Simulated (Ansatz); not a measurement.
# Relaxing Ta2Mo

Method: DFT PBE, scalar-relativistic, plane waves, PAW (Ansatz 0.2.0). Cutoff 420 eV, Γ-centred k mesh, Gaussian smearing, no spin polarisation in the final step.

Ta2Mo was placed on the CaCl2 structure type (Pnnm, No. 58), with Mo in place of Ca, Ta in place of Cl, at a guessed volume.

```
CELL_PARAMETERS angstrom
5.26584 0.00000 0.00000
0.00000 5.42617 0.00000
0.00000 0.00000 3.54431
ATOMIC_POSITIONS crystal
Ta 0.22500 0.82500 0.50000
Ta 0.72500 0.67500 0.00000
Ta 0.77500 0.17500 0.50000
Ta 0.27500 0.32500 0.00000
Mo 0.50000 0.50000 0.50000
Mo 0.00000 0.00000 0.00000
```

Cell and atoms relax at zero pressure; the relaxation can't lower the symmetry of the start. After a coarse first stage the cell is made exact in the group found at 0.06 Å.

Energies over the elements count from the elements' standard structures at the same level, with no empirical corrections.

(1) Which crystal results?

(2) What are its volume, energy, density and gap?

Answers

(1) It ends in Fm-3m (No. 225). The result has the fluorite structure. Conventional cell: a = 6.261 Å. Ta has 4 Mo at 2.71 Å and 6 Ta at 3.13 Å; Mo is coordinated by 8 Ta at 2.71 Å.

```xyz
3
Lattice="0.0000 3.1303 3.1303 3.1303 0.0000 3.1303 3.1303 3.1303 0.0000" Properties=species:S:1:pos:R:3 pbc="T T T"
Ta    4.6955    4.6955    4.6955
Ta    1.5652    1.5652    1.5652
Mo    0.0000    0.0000    0.0000
```

(2) The volume per atom is 20.45 Å³. The density is 12.39 g/cm³. The energy over the elements is 0.64 eV/atom and the gap on the 14×14×14 mesh is 0 eV (a metal).

The final run used a 14×14×14 mesh on its 3-atom cell and 0.10 eV smearing. For metals, differences of a few meV/atom aren't resolved. Spin–orbit coupling is left out. A structure relaxed within its symmetry needn't be a true minimum. The steps took of the order of 6 core-minutes in all.